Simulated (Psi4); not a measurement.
Input file for Psi4: SAPT0/jun-cc-pV(D+d)Z on H4O2 (a complex).

```
memory 1800 MB

molecule dimer {
0 1
O    -0.06699914    0.00000000    1.49435474
H     0.81573427    0.00000000    1.86586639
H     0.06885510    0.00000000    0.53914277
--
0 1
O     0.06254775    0.00000000   -1.42263208
H    -0.40696540   -0.76017841   -1.77174450
H    -0.40696540    0.76017841   -1.77174450
units angstrom
symmetry c1
no_reorient
no_com
}

set {
  basis jun-cc-pV(D+d)Z
  scf_type df
  freeze_core true
}

energy('sapt0')
```

Output:

```
[...]
==> Input File <==

--------------------------------------------------------------------------
memory 1800 MB

molecule dimer {
0 1
O    -0.06699914    0.00000000    1.49435474
H     0.81573427    0.00000000    1.86586639
H     0.06885510    0.00000000    0.53914277
--
0 1
O     0.06254775    0.00000000   -1.42263208
H    -0.40696540   -0.76017841   -1.77174450
H    -0.40696540    0.76017841   -1.77174450
units angstrom
symmetry c1
no_reorient
no_com
}

set {
  basis jun-cc-pV(D+d)Z
  scf_type df
  freeze_core true
}

energy('sapt0')
--------------------------------------------------------------------------


   => Loading Basis Set <=

    Name: JUN-CC-PV(D+D)Z
    Role: ORBITAL
    Keyword: BASIS
    atoms 1, 4     entry O          line   256 file jun-cc-pv_dpd_z.gbs
    atoms 2-3, 5-6 entry H          line    60 file jun-cc-pv_dpd_z.gbs

   => Loading Basis Set <=

    Name: JUN-CC-PV(D+D)Z
    Role: ORBITAL
    Keyword: BASIS
    atoms 1, 4     entry O          line   256 file jun-cc-pv_dpd_z.gbs
    atoms 2-3, 5-6 entry H          line    60 file jun-cc-pv_dpd_z.gbs


  //>>>>>>>>>>>>>>>>>>>>>>>>>>>>>>>>>>>//
  //              Dimer HF             //
  //<<<<<<<<<<<<<<<<<<<<<<<<<<<<<<<<<<<//

   => Libint2 <=

    Primary   basis highest AM E, G, H:  7, 6, 3
    Auxiliary basis highest AM E, G, H:  7, 7, 4
    Onebody   basis highest AM E, G, H:  -, -, -
    Solid Harmonics ordering:            Gaussian


   => Loading Basis Set <=

    Name: JUN-CC-PV(D+D)Z
    Role: ORBITAL
    Keyword: BASIS
    atoms 1, 4     entry O          line   256 file jun-cc-pv_dpd_z.gbs
    atoms 2-3, 5-6 entry H          line    60 file jun-cc-pv_dpd_z.gbs


         ---------------------------------------------------------
                                   SCF
               by Justin Turney, Rob Parrish, Andy Simmonett
                          and Daniel G. A. Smith
                              RHF Reference
                        1 Threads,   1716 MiB Core
         ---------------------------------------------------------

  ==> Geometry <==

    Molecular point group: c1
    Full point group: Cs

    Geometry (in Angstrom), charge = 0, multiplicity = 1:

       Center              X                  Y                   Z               Mass
    ------------   -----------------  -----------------  -----------------  -----------------
         O           -0.066999140000     0.000000000000     1.494354740000    15.994914619570
         H            0.815734270000     0.000000000000     1.865866390000     1.007825032230
         H            0.068855100000     0.000000000000     0.539142770000     1.007825032230
         O            0.062547750000     0.000000000000    -1.422632080000    15.994914619570
         H           -0.406965400000    -0.760178410000    -1.771744500000     1.007825032230
         H           -0.406965400000     0.760178410000    -1.771744500000     1.007825032230

  Running in c1 symmetry.

  Rotational constants: A =      7.30273  B =      0.21241  C =      0.21236 [cm^-1]
  Rotational constants: A = 218930.21878  B =   6367.97838  C =   6366.28016 [MHz]
  Nuclear repulsion =   36.551239242255100

  Charge       = 0
  Multiplicity = 1
  Electrons    = 20
  Nalpha       = 10
  Nbeta        = 10

  ==> Algorithm <==

  SCF Algorithm Type is DF.
  DIIS enabled.
  MOM disabled.
  Fractional occupation disabled.
  Guess Type is SAD.
  Energy threshold   = 1.00e-08
  Density threshold  = 1.00e-08
  Integral threshold = 1.00e-12

  ==> Primary Basis <==

  Basis Set: JUN-CC-PV(D+D)Z
    Blend: JUN-CC-PV(D+D)Z
    Number of shells: 28
    Number of basis functions: 56
    Number of Cartesian functions: 58
    Spherical Harmonics?: true
    Max angular momentum: 2

   => Loading Basis Set <=

    Name: (JUN-CC-PV(D+D)Z AUX)
    Role: JKFIT
    Keyword: DF_BASIS_SCF
    atoms 1, 4     entry O          line   258 file jun-cc-pvdz-jkfit.gbs
    atoms 2-3, 5-6 entry H          line    70 file jun-cc-pvdz-jkfit.gbs

  ==> Integral Setup <==

  DFHelper Memory: AOs need 0.007 GiB; user supplied 1.257 GiB.
  SCF_SUBTYPE=INCORE selected. In-core MEM_DF algorithm will be used.
  Using in-core AOs.

  ==> MemDFJK: Density-Fitted J/K Matrices <==

    J tasked:                   Yes
    K tasked:                   Yes
    wK tasked:                   No
    OpenMP threads:               1
    Algorithm:                 Core
    Schwarz Cutoff:           1E-12
    Mask sparsity (%):       0.0000
    Fitting Condition:        1E-10

   => Auxiliary Basis Set <=

  Basis Set: (JUN-CC-PV(D+D)Z AUX)
    Blend: JUN-CC-PVDZ-JKFIT
    Number of shells: 90
    Number of basis functions: 250
    Number of Cartesian functions: 282
    Spherical Harmonics?: true
    Max angular momentum: 3

  Minimum eigenvalue in the overlap matrix is 7.3001698923E-03.
  Reciprocal condition number of the overlap matrix is 1.4082915963E-03.
    Using symmetric orthogonalization.

  ==> Pre-Iterations <==

  SCF Guess: Superposition o
[...]
9A      4.546789    50A      4.734031
      51A      4.880354    52A      5.068534    53A      5.477612
      54A      6.574677    55A      7.050656    56A     33.538382

    Final Occupation by Irrep:
              A
    DOCC [     5 ]
    NA   [     5 ]
    NB   [     5 ]

  @DF-RHF Final Energy:   -76.03796372643590

   => Energetics <=

    Nuclear Repulsion Energy =              9.1744201016254152
    One-Electron Energy =                -122.9378667738431261
    Two-Electron Energy =                  37.7254829457818062
    Total Energy =                        -76.0379637264359047

Computation Completed


Properties will be evaluated at   0.000000,   0.000000,   0.000000 [a0]

Properties computed using the SCF density matrix


 Multipole Moments:

 ------------------------------------------------------------------------------------
     Multipole            Electronic (a.u.)      Nuclear  (a.u.)        Total (a.u.)
 ------------------------------------------------------------------------------------

 L = 1.  Multiply by 2.5417464519 to convert [e a0] to [Debye]
 Dipole X            :         -0.0846607           -0.5925214           -0.6771820
 Dipole Y            :         -0.0000000            0.0000000           -0.0000000
 Dipole Z            :         27.7107827          -28.2033038           -0.4925211
 Magnitude           :                                                    0.8373485

 ------------------------------------------------------------------------------------

  Constructing Basis Sets for SAPT...

   => Loading Basis Set <=

    Name: (JUN-CC-PV(D+D)Z AUX)
    Role: RIFIT
    Keyword: DF_BASIS_SAPT
    atoms 1, 4     entry O          line   188 file jun-cc-pvdz-ri.gbs
    atoms 2-3, 5-6 entry H          line    30 file jun-cc-pvdz-ri.gbs

   => Loading Basis Set <=

    Name: (JUN-CC-PV(D+D)Z AUX)
    Role: JKFIT
    Keyword: DF_BASIS_ELST
    atoms 1, 4     entry O          line   258 file jun-cc-pvdz-jkfit.gbs
    atoms 2-3, 5-6 entry H          line    70 file jun-cc-pvdz-jkfit.gbs


  //>>>>>>>>>>>>>>>>>>>>>>>>>>>>>>>>>>>//
  //               SAPT0               //
  //<<<<<<<<<<<<<<<<<<<<<<<<<<<<<<<<<<<//



        SAPT0
    Ed Hohenstein
     6 June 2009

      Orbital Information
  --------------------------
    NSO        =        56
    NMO        =        56
    NRI        =       186
    NRI (Elst) =       250
    NOCC A     =         5
    NOCC B     =         5
    FOCC A     =         1
    FOCC B     =         1
    NVIR A     =        51
    NVIR B     =        51

    Elst10,r            =    -0.013763683482 [Eh]
    Exch10              =     0.010748595530 [Eh]
    Exch10 (S^2)        =     0.010674597584 [Eh]

    Maxiter = 50
    CPHF R converge = 1.000000E-08

    Iter     Energy [mEh]          dE [mEh]         Residual      Time [s]
       1      -1.21217483       1.212174828     5.007595e-03             0
       2      -1.38648360       0.174308772     1.646400e-03             0
       3      -1.40346682       0.016983217     5.004259e-04             0
       4      -1.39856243      -0.004904389     1.406043e-04             0
       5      -1.39750739      -0.001055041     2.103832e-05             0
       6      -1.39785027       0.000342882     3.888011e-06             0
       7      -1.39780922      -0.000041048     7.763311e-07             0
       8      -1.39781156       0.000002336     1.492913e-07             0
       9      -1.39781223       0.000000671     3.455371e-08             0
      10      -1.39781201      -0.000000216     4.641937e-09             0

    CHF Iterations converged

    Maxiter = 50
    CPHF R converge = 1.000000E-08

    Iter     Energy [mEh]          dE [mEh]         Residual      Time [s]
       1      -2.24146992       2.241469920     9.050931e-03             0
       2      -2.83555652       0.594086597     3.207795e-03             0
       3      -2.88102068       0.045464161     8.450605e-04             0
       4      -2.86896607      -0.012054605     1.916757e-04             0
       5      -2.86748505      -0.001481020     3.754892e-05             0
       6      -2.86816565       0.000680594     6.576022e-06             0
       7      -2.86807358      -0.000092065     1.258556e-06             0
       8      -2.86808356       0.000009980     2.165388e-07             0
       9      -2.86808263      -0.000000929     5.294707e-08             0
      10      -2.86808267       0.000000041     1.298619e-08             0
      11      -2.86808270       0.000000026     2.295592e-09             0

    CHF Iterations converged

    Ind20,r (A<-B)      =    -0.001397812013 [Eh]
    Ind20,r (B<-A)      =    -0.002868082698 [Eh]
    Ind20,r             =    -0.004265894711 [Eh]
    Exch-Ind20,r (A<-B) =     0.000881949680 [Eh]
    Exch-Ind20,r (B<-A) =     0.001454509269 [Eh]
    Exch-Ind20,r        =     0.002336458950 [Eh]
    Disp20              =    -0.002487441459 [Eh]
    Disp20 (SS)         =    -0.001243720729 [Eh]
    Disp20 (OS)         =    -0.001243720729 [Eh]
    Exch-Disp20         =     0.000518253940 [Eh]
    Exch-Disp20 (SS)    =     0.000296420028 [Eh]
    Exch-Disp20 (OS)    =     0.000221833912 [Eh]

    SAPT Results
  --------------------------------------------------------------------------------------------------------
    Electrostatics                -13.76368348 [mEh]      -8.63684178 [kcal/mol]     -36.13654600 [kJ/mol]
      Elst10,r                    -13.76368348 [mEh]      -8.63684178 [kcal/mol]     -36.13654600 [kJ/mol]

    Exchange                       10.74859553 [mEh]       6.74484552 [kcal/mol]      28.22043368 [kJ/mol]
      Exch10                       10.74859553 [mEh]       6.74484552 [kcal/mol]      28.22043368 [kJ/mol]
      Exch10(S^2)                  10.67459758 [mEh]       6.69841111 [kcal/mol]      28.02615210 [kJ/mol]

    Induction                      -3.23576893 [mEh]      -2.03047566 [kcal/mol]      -8.49551016 [kJ/mol]
      Ind20,r                      -4.26589471 [mEh]      -2.67688935 [kcal/mol]     -11.20010502 [kJ/mol]
      Exch-Ind20,r                  2.33645895 [mEh]       1.46615013 [kcal/mol]       6.13437213 [kJ/mol]
      delta HF,r (2)               -1.30633317 [mEh]      -0.81973644 [kcal/mol]      -3.42977726 [kJ/mol]

    Dispersion                     -1.96918752 [mEh]      -1.23568382 [kcal/mol]      -5.17010112 [kJ/mol]
      Disp20                       -2.48744146 [mEh]      -1.56089308 [kcal/mol]      -6.53077665 [kJ/mol]
      Exch-Disp20                   0.51825394 [mEh]       0.32520926 [kcal/mol]       1.36067553 [kJ/mol]
      Disp20 (SS)                  -1.24372073 [mEh]      -0.78044654 [kcal/mol]      -3.26538832 [kJ/mol]
      Disp20 (OS)                  -1.24372073 [mEh]      -0.78044654 [kcal/mol]      -3.26538832 [kJ/mol]
      Exch-Disp20 (SS)              0.29642003 [mEh]       0.18600638 [kcal/mol]       0.77825068 [kJ/mol]
      Exch-Disp20 (OS)              0.22183391 [mEh]       0.13920288 [kcal/mol]       0.58242486 [kJ/mol]

  Total HF                         -6.25085688 [mEh]      -3.92247191 [kcal/mol]     -16.41162248 [kJ/mol]
  Total SAPT0                      -8.22004440 [mEh]      -5.15815574 [kcal/mol]     -21.58172360 [kJ/mol]

  Special recipe for scaled SAPT0 (see Manual):
    Electrostatics sSAPT0         -13.76368348 [mEh]      -8.63684178 [kcal/mol]     -36.13654600 [kJ/mol]
    Exchange sSAPT0                10.74859553 [mEh]       6.74484552 [kcal/mol]      28.22043368 [kJ/mol]
    Induction sSAPT0               -3.18684124 [mEh]      -1.99977307 [kcal/mol]      -8.36705053 [kJ/mol]
    Dispersion sSAPT0              -1.95833479 [mEh]      -1.22887363 [kcal/mol]      -5.14160727 [kJ/mol]
  Total sSAPT0                     -8.16026398 [mEh]      -5.12064296 [kcal/mol]     -21.42477013 [kJ/mol]
  --------------------------------------------------------------------------------------------------------



*** Psi4 exiting successfully. Buy a developer a beer!
```

The run finished.

Cost: very roughly 18 core-seconds.
